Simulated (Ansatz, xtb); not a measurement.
# Relative energy of two isomers of CH7Si2

Structure a: `C[SiH][SiH3]`, a doublet. Structure b: `C[SiH2][SiH2]`, a doublet. Both are isolated molecules in the gas phase, relaxed with PBE0-D3(BJ)/def2-SVP; the shapes shown needn't be the lowest conformers.

a (Å):

```xyz
10

C    -0.8810    1.3251    0.7455
Si   -0.0269    1.3683   -0.9378
Si    2.2934    1.1352   -0.8510
H    -0.7864    0.3272    1.2051
H    -1.9529    1.5531    0.6443
H    -0.4347    2.0624    1.4294
H    -0.6595    0.3973   -1.8896
H     2.8658    2.2282   -0.0038
H     2.7310   -0.1751   -0.2657
H     2.8637    1.2474   -2.2288
```

b (Å):

```yaml
atoms:
  - { symbol: C, position_ang: [-0.5394, 1.5562, 0.7668] }
  - { symbol: Si, position_ang: [0.5796, 1.6721, -0.7439] }
  - { symbol: Si, position_ang: [2.3695, 0.1872, -0.5389] }
  - { symbol: H, position_ang: [-0.9488, 0.5399, 0.8705] }
  - { symbol: H, position_ang: [-1.3827, 2.2582, 0.6780] }
  - { symbol: H, position_ang: [0.0178, 1.7979, 1.6842] }
  - { symbol: H, position_ang: [-0.2075, 1.3846, -1.9885] }
  - { symbol: H, position_ang: [1.1481, 3.0504, -0.8805] }
  - { symbol: H, position_ang: [1.9723, -1.2419, -0.3297] }
  - { symbol: H, position_ang: [3.4000, 0.2719, -1.6209] }
```

Quicker runs give these differences E(b) − E(a): GFN2-xTB −0.30 kcal/mol; HF/STO-3G +1.97 kcal/mol (at GFN2-xTB geometries); r2SCAN-D4/def2-SVP −0.45 kcal/mol (at GFN2-xTB geometries).

Problem. Estimate E(b) − E(a) at the level CCSD(T)/def2-SVP + ΔMP2/def2-TZVPP.

Solution. Too close to call at this level: CCSD(T)/def2-SVP + ΔMP2/def2-TZVPP gives E(b) − E(a) = −1.09 kcal/mol.

How the difference moves with the method:

| level | geometry | E(b) − E(a) (kcal/mol) | departure from the last row (kcal/mol) | job, with rough time for the two |
| --- | --- | --- | --- | --- |
| GFN2-xTB | GFN2-xTB | −0.30 | +0.79 | optimisation, 0.13 s |
| HF/STO-3G | GFN2-xTB | +1.97 | +3.06 | single point, 0.2 s |
| r2SCAN-D4/def2-SVP | GFN2-xTB | −0.45 | +0.64 | single point, 2.4 s |
| PBE0-D3(BJ)/def2-SVP | PBE0-D3(BJ)/def2-SVP | −0.83 | +0.26 | optimisation, 29 s |
| HF/def2-SVP | PBE0-D3(BJ)/def2-SVP | −1.27 | −0.18 | part of the CCSD(T) run |
| MP2/def2-SVP | PBE0-D3(BJ)/def2-SVP | −1.15 | −0.06 | part of the CCSD(T) run |
| CCSD(T)/def2-SVP | PBE0-D3(BJ)/def2-SVP | −1.10 | −0.01 | single point |
| CCSD(T)/def2-SVP + ΔMP2/def2-TZVPP | PBE0-D3(BJ)/def2-SVP | −1.09 |  | single point, 15 s |

As drawn, both hold the same kinds of bond in the same numbers.

HF/STO-3G puts the two in the other order. GFN2-xTB, r2SCAN-D4/def2-SVP find them nearly level. The largest departure from CCSD(T)/def2-SVP + ΔMP2/def2-TZVPP is that of HF/STO-3G, 3.06 kcal/mol. The last row adds to CCSD(T) the change of the MP2 difference between the two basis sets, here +0.01 kcal/mol.

With harmonic frequencies from PBE0-D3(BJ)/def2-SVP (ideal gas, rigid rotor, one conformer each, 298.15 K, 1 atm): the zero-point term adds −0.10 kcal/mol; ΔH is −1.21 and ΔG −1.04 kcal/mol.

Open shells are spin-unrestricted. The correlated steps freeze 11 core orbitals. Codes used: Ansatz 0.2.0, xtb 6.7.1; the last row on 2 threads of Intel(R) Xeon(R) 6975P-C (Granite Rapids) on a shared host.
